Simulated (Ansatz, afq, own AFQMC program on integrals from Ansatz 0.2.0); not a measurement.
BO, quartet in 6-31G, levels against full CI

```xyz
2

B     0.0000    0.0000    0.0000
O     0.0000    0.0000    3.8570
```

Basis 6-31G. Only valence electrons are correlated. AFQMC by an in-house program on the Cholesky factors that Ansatz 0.2.0 writes for its CCSD(T) run. ph-AFQMC/CISD is guided by a CISD state made of CCSD amplitudes; releasing the constraint for a short imaginary time cuts its bias at the price of noise, slowly where states lie close. Error bars are statistical, one sigma.

Determinant: UHF, the one that the program's search chose, which needn't be the lowest solution. The geometry is a point of a scan.

Full CI on the same integrals is exact in this basis and with this determinant's frozen core.

Cautions: lower spins were not checked.

```
T1 diagnostic                               : 0.0050
weight of the determinant in the CISD state : 0.926
⟨S²⟩ of the determinant                     : 3.754
size of the correlated space                : 9 electrons in 16 orbitals
```

Reference: full CI, correlation energy -2.748 eV. The released energy is read at 2.40 1/Eh (meV from the phaseless value at times in 1/Eh: -4.2 ± 1.6 at 0.24, -5.0 ± 1.2 at 0.51, -6.8 ± 1.4 at 0.99, -4.5 ± 1.3 at 1.62, -6.9 ± 1.9 at 2.40).

```json
{"level": "HF", "E − E(reference) (meV)": "2747.6", "share of correlation (%)": "0.00"}
{"level": "MP2", "E − E(reference) (meV)": "766.3", "share of correlation (%)": "72.11"}
{"level": "CCSD", "E − E(reference) (meV)": "28.9", "share of correlation (%)": "98.95"}
{"level": "CCSD(T)", "E − E(reference) (meV)": "10.3", "share of correlation (%)": "99.63"}
{"level": "CCSDT", "E − E(reference) (meV)": "2.8", "share of correlation (%)": "99.90"}
{"level": "CCSDT(Q)", "E − E(reference) (meV)": "1.8", "share of correlation (%)": "99.94"}
{"level": "CCSDTQ", "E − E(reference) (meV)": "0.2", "share of correlation (%)": "99.99"}
{"level": "ph-AFQMC/CISD", "E − E(reference) (meV)": "9.3 ± 1.2", "share of correlation (%)": "99.66"}
{"level": "released AFQMC", "E − E(reference) (meV)": "2.5 ± 1.9", "share of correlation (%)": "99.91"}
```

CCSDT and higher add their correlation energy to the determinant of the CCSD(T) run, since their own runs factorise the integrals more tightly (a shift of under 2 meV). Released energies are given only where the last usable release times agree within the noise; a slower fall can still hide under it.
